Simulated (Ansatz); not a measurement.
Geometry optimisation, Ansatz, RKS PBE/def2-SVP.

The input (input.yaml):

```yaml
crystal:
  periodic: [false, false, false]
  atoms:
    - { symbol: C, position_ang: [-0.91597, 1.36693, -1.05033] }
    - { symbol: C, position_ang: [-0.24944, 0.73257, -0.03233] }
    - { symbol: "N", position_ang: [0.08264, -0.52788, -0.2293] }
    - { symbol: C, position_ang: [-0.18625, -1.19644, -1.37375] }
    - { symbol: H, position_ang: [-1.1484, 0.82356, -1.95821] }
    - { symbol: H, position_ang: [-1.22734, 2.39999, -0.97438] }
    - { symbol: H, position_ang: [-0.00798, 1.25049, 0.89909] }
    - { symbol: H, position_ang: [0.7569, -1.67614, -1.70487] }
    - { symbol: H, position_ang: [-0.69653, -0.65687, -2.18172] }
    - { symbol: H, position_ang: [-0.70722, -2.13392, -1.08935] }
total_charge: 1
basis:
  gaussian: { orbitals: def2-SVP }
hamiltonian:
  xc: pbe
relax:
  f_tol: 0.015
  max_steps: 40
output:
  orbitals: {}
```

Run as:

```bash
$ ansatz run input.yaml --threads 1 --pin off --max-ram 2048MiB --backend cpu --events-out ev --progress --plain --runs-dir out
```

Question: Where does it end, and by what steps?

Answer: It converged. Limits of this set-up: the dipole of an ion depends on the origin. After 14 steps the energy has fallen by 0.396 eV; H9 moved furthest, 0.46 Å.

```json
{"step": "0", "energy less start (eV)": "0.0000", "largest force component (eV/Å)": "1.554", "accepted": "yes"}
{"step": "1", "energy less start (eV)": "-0.3051", "largest force component (eV/Å)": "0.695", "accepted": "yes"}
{"step": "2", "energy less start (eV)": "-0.3377", "largest force component (eV/Å)": "0.307", "accepted": "yes"}
{"step": "3", "energy less start (eV)": "-0.3414", "largest force component (eV/Å)": "0.373", "accepted": "yes"}
{"step": "4", "energy less start (eV)": "-0.3719", "largest force component (eV/Å)": "0.463", "accepted": "yes"}
{"step": "5", "energy less start (eV)": "-0.3469", "largest force component (eV/Å)": "0.644", "accepted": "no"}
{"step": "6", "energy less start (eV)": "-0.3904", "largest force component (eV/Å)": "0.356", "accepted": "yes"}
{"step": "7", "energy less start (eV)": "-0.3842", "largest force component (eV/Å)": "0.500", "accepted": "no"}
{"step": "8", "energy less start (eV)": "-0.3948", "largest force component (eV/Å)": "0.084", "accepted": "yes"}
{"step": "9", "energy less start (eV)": "-0.3923", "largest force component (eV/Å)": "0.132", "accepted": "no"}
{"step": "10", "energy less start (eV)": "-0.3961", "largest force component (eV/Å)": "0.027", "accepted": "yes"}
{"step": "11", "energy less start (eV)": "-0.3962", "largest force component (eV/Å)": "0.038", "accepted": "yes"}
{"step": "12", "energy less start (eV)": "-0.3963", "largest force component (eV/Å)": "0.017", "accepted": "yes"}
{"step": "13", "energy less start (eV)": "-0.3963", "largest force component (eV/Å)": "0.016", "accepted": "no"}
{"step": "14", "energy less start (eV)": "-0.3963", "largest force component (eV/Å)": "0.005", "accepted": "yes"}
```

```xyz
10
Properties=species:S:1:pos:R:3
C -1.003 1.509 -1.038
C -0.185 0.774 -0.167
N -0.077 -0.548 -0.227
C -0.147 -1.314 -1.383
H -1.526 1.038 -1.888
H -1.281 2.547 -0.782
H 0.199 1.250 0.757
H 0.838 -1.870 -1.412
H -0.305 -0.809 -2.362
H -0.812 -2.195 -1.192
```

Time of the run: 26 s on 1 thread of Intel(R) Xeon(R) Platinum 8488C (Sapphire Rapids), on a shared host, peak memory 0.17 GiB.
